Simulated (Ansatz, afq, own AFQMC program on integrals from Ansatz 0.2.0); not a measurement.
BeCl⁻, singlet: AFQMC among the cluster methods

```yaml
atoms:
  - { symbol: Cl, position_ang: [0.0000, 0.0000, 0.0000] }
  - { symbol: Be, position_ang: [0.0000, 0.0000, 1.9446] }
```

Basis aug-cc-pVDZ. Noble-gas cores (and the filled d shells of Ga–Kr and In–Xe) are frozen. Ansatz 0.2.0 and our own AFQMC program on the same integrals; the CISD trial comes from CCSD amplitudes, and released means the phaseless constraint is let go. Free AFQMC starts from the CCSD state and is never constrained. Its projection time is finite, and what remains of the start isn't in its error. Error bars are statistical, one sigma.

Determinant: UHF, the one that the program's search chose, which needn't be the lowest solution. The geometry is a PBE0/def2-TZVPD stationary point of this or a neighbouring charge and spin state.

No full CI on the walks' own integrals is used here; CCSDT(Q) serves as the reference and is uncertain by about the last step of the cluster series.

Cautions: an unrestricted solution with more broken spin lies lower (28 meV, ⟨S²⟩ 0.26), while this determinant keeps restricted orbitals.

```
T1 diagnostic                               : 0.0162
weight of the determinant in the CISD state : 0.857
⟨S²⟩ of the determinant                     : 0.000
size of the correlated space                : 10 electrons in 44 orbitals
```

Reference: CCSDT(Q), correlation energy -6.094 eV. The released energy is read at 2.40 1/Eh (meV from the phaseless value at times in 1/Eh: 8 ± 12 at 0.24, 0 ± 12 at 0.51, 15 ± 10 at 0.99, 33 ± 13 at 1.62, 6 ± 15 at 2.40).

```json
{"level": "HF", "E − E(reference) (mEh)": "223.96", "share of correlation (%)": "0.00"}
{"level": "MP2", "E − E(reference) (mEh)": "31.07", "share of correlation (%)": "86.13"}
{"level": "CCSD", "E − E(reference) (mEh)": "7.85", "share of correlation (%)": "96.49"}
{"level": "CCSD(T)", "E − E(reference) (mEh)": "1.13", "share of correlation (%)": "99.49"}
{"level": "CCSDT", "E − E(reference) (mEh)": "0.55", "share of correlation (%)": "99.76"}
{"level": "ph-AFQMC/HF", "E − E(reference) (mEh)": "2.49 ± 1.40", "share of correlation (%)": "98.89"}
{"level": "ph-AFQMC/CISD", "E − E(reference) (mEh)": "-0.41 ± 0.58", "share of correlation (%)": "100.18"}
{"level": "released AFQMC", "E − E(reference) (mEh)": "-0.20 ± 0.56", "share of correlation (%)": "100.09"}
{"level": "free AFQMC", "E − E(reference) (mEh)": "0.17 ± 0.43", "share of correlation (%)": "99.92"}
```

Free projections are given only where their last times agree within the noise and don't stop above the reference; a slow remainder of the start can still hide under it. A walk keeps the symmetry of its determinant, which the program's search chose and which needn't be the lowest solution, so a lower state of the same spin and another symmetry isn't excluded. Released energies are given only where the last usable release times agree within the noise; a slower fall can still hide under it.
